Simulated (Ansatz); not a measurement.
Results of HSE06 (Ansatz, a first-principles code, PAW) for 2H MoTe2.

Settings: plane-wave cutoff 460 eV, 9×9×2 k mesh (along the axes of the cell as run), Fermi–Dirac smearing 0.01 eV, no spin polarisation, scalar-relativistic PAW data made under PBE.

Cell (measured lattice):

```
MoTe2
1.0
   -1.75900    -3.04668     0.00000
   -1.75900     3.04668     0.00000
    0.00000     0.00000   -13.97400
Te Mo
4 2
Direct
  0.33333   0.66667   0.87900
  0.66667   0.33333   0.37900
  0.66667   0.33333   0.12100
  0.33333   0.66667   0.62100
  0.33333   0.66667   0.25000
  0.66667   0.33333   0.75000
```

Estimate the band gap, smallest direct gap on the k points sampled and Γ–Γ gap that the calculation returns.


* **band gap**: 1.11 eV
* **smallest direct gap on the k points sampled**: 1.46 eV
* **Γ–Γ gap**: 3.49 eV

Measured, for comparison: band gap 1.06 ± 0.01 eV (4 K, zero-point motion not removed, indirect, absorption from ellipsometry, single crystal; as tabulated in Gulo et al. (2023), doi:10.1103/physrevmaterials.7.044001).

Note: cell and atoms aren't relaxed at this level (largest force component 0.35 eV/Å, pressure -0.7 GPa).

Spin–orbit coupling is not included; with these elements it can move the gap by several tenths of an eV or more.

The computed numbers hold no vibrational or temperature effects.

Cost on a shared machine: roughly 12 core-minutes.
